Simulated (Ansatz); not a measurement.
# The beryllium atom (singlet): wave-function methods side by side, def2-SVP

Aim: climb from Hartree-Fock through coupled cluster and multireference methods for the beryllium atom (singlet) at one geometry and basis, and see what each rung misses.

Method: def2-SVP, core rule «outside noble gas», up to 1 orbitals frozen; program: Ansatz 0.2.0, Gaussian basis.

The runs, in order: UHF; CCSD(T) on RHF; CCSD(T) on UHF; BCCD(T) on RHF; CASSCF and MRCISD+Q, 2 electrons in 4 orbitals; CASSCF and MRCISD+Q(relaxed), 2 electrons in 4 orbitals; CASSCF and NEVPT4(SD), 2 electrons in 4 orbitals; CASSCF and NEVPT2, 2 electrons in 4 orbitals; Full CI.

## Step 1: The atom

A free atom, in its lowest state of this spin that the program finds.

1 atom, charge 0, spin multiplicity 1.

## Step 2: UHF

in.yaml reads:

```yaml
crystal:
  periodic: [false, false, false]
  atoms:
    - {symbol: Be, position_ang: [0.000000, 0.000000, 0.000000]}
basis:
  gaussian: {orbitals: def2-SVP}
magnetization: {spin_polarized: true, initial_magnetization: 0}
hamiltonian: {xc: hf}
output: {orbitals: {seedname: orbitals}}
```

The run is started by

```sh
> ansatz run in.yaml --threads 1 --pin off --events-out ev --progress --plain --max-ram 2393MiB
```

After this run come: CCSD(T) on RHF; CCSD(T) on UHF; BCCD(T) on RHF; CASSCF and MRCISD+Q, 2 electrons in 4 orbitals; CASSCF and MRCISD+Q(relaxed), 2 electrons in 4 orbitals; CASSCF and NEVPT4(SD), 2 electrons in 4 orbitals; CASSCF and NEVPT2, 2 electrons in 4 orbitals; Full CI.

Q: Predict the results of all the runs planned. Wanted: FCI below the RHF energy; RMP2 from FCI; RCCSD from FCI; RCCSD(T) from FCI; NEVPT2 valence from FCI; NEVPT4(SD) valence from FCI; MRCISD+Q valence from FCI; T1 diagnostic; effectively unpaired electrons.

**Answer**, as computed:

```
                         quantity                                                                                                                                      value
         FCI below the RHF energy                                                                                                                                 -1.2026 eV
                    RMP2 from FCI                                                                                                                            +13.91 kcal/mol
                   RCCSD from FCI                                                                                                                              0.00 kcal/mol
                RCCSD(T) from FCI                                                                                                                              0.00 kcal/mol
          NEVPT2 valence from FCI                                                                                                                             +0.25 kcal/mol
      NEVPT4(SD) valence from FCI                                                                                                                             +0.03 kcal/mol
        MRCISD+Q valence from FCI                                                                                                                             -0.05 kcal/mol
levels within 1 kcal/mol (43 meV)  RCCSD, RCCSD(T), BCCD(T), CASSCF valence, NEVPT2 valence, NEVPT4(SD) valence, MRCISD valence, MRCISD+Q valence, MRCISD+Q(relaxed) valence
                    T1 diagnostic                                                                                                                                      0.019
   effectively unpaired electrons                                                                                                                                       0.18
```

**Reading.** RCCSD(T) misses by 0.00 kcal/mol, 0.0 % of the correlation energy. MRCISD valence, MRCISD+Q valence, MRCISD+Q(relaxed) valence fall below full CI, which methods that aren't variational can do. One determinant dominates. Of the multireference levels listed NEVPT4(SD) valence comes nearest in total energy (+0.03 kcal/mol), which doesn't show that its space is the better one. These misses are within one basis, not against nature. With two correlated electrons CCSD is exact in the basis.
